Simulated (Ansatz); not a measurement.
**Other spins and charges of HBO, singlet at one geometry**

Geometry (PBE0/def2-TZVP stationary point for this spin, not checked as a minimum):

```yaml
atoms:
  - { symbol: B, position_ang: [0.0000, 0.0000, 0.0084] }
  - { symbol: O, position_ang: [0.0000, 0.0000, -1.1895] }
  - { symbol: H, position_ang: [0.0000, 0.0000, 1.1811] }
```

Basis cc-pVDZ; Ansatz 0.2.0. Correlated methods freeze the noble-gas cores. Prefix R: restricted or restricted open-shell reference; prefix U: unrestricted. Active spaces: valence = (10e, 9o) chosen from the atoms' valence shells.

Gaps are energies of the second state less the first, at fixed atoms, for a selection of the levels run; each method lands on the state that its own search finds for that charge and spin.

Removing an electron, to the doublet: 13.396 eV at UCCSDTQ.

```json
{"level": "UMP2", "gap (eV)": "13.666", "error (meV)": "270"}
{"level": "CISD", "gap (eV)": "13.049", "error (meV)": "-347"}
{"level": "RCCSD", "gap (eV)": "13.260", "error (meV)": "-136"}
{"level": "UCCSDT", "gap (eV)": "13.382", "error (meV)": "-14"}
{"level": "RCCSDT(Q)", "gap (eV)": "13.403", "error (meV)": "7"}
{"level": "UCCSDT(Q)", "gap (eV)": "13.401", "error (meV)": "5"}
{"level": "RCCSDTQ", "gap (eV)": "13.397", "error (meV)": "1"}
{"level": "NEVPT2 (valence space)", "gap (eV)": "13.270", "error (meV)": "-126"}
{"level": "MRCISD (valence space)", "gap (eV)": "13.347", "error (meV)": "-49"}
{"level": "r2SCAN", "gap (eV)": "13.555", "error (meV)": "159"}
```

In so small a basis the reference is far from its limit while semilocal and hybrid functionals are nearer theirs, so the functionals' errors here hold much of the reference's basis and frozen-core error, which can add to them or hide them.

Full CI isn't at hand for all of this; UCCSDTQ serves as the reference, and is uncertain by about the last step of the cluster series. The frozen core follows each run's orbitals, which can shift R against U totals by a few meV.
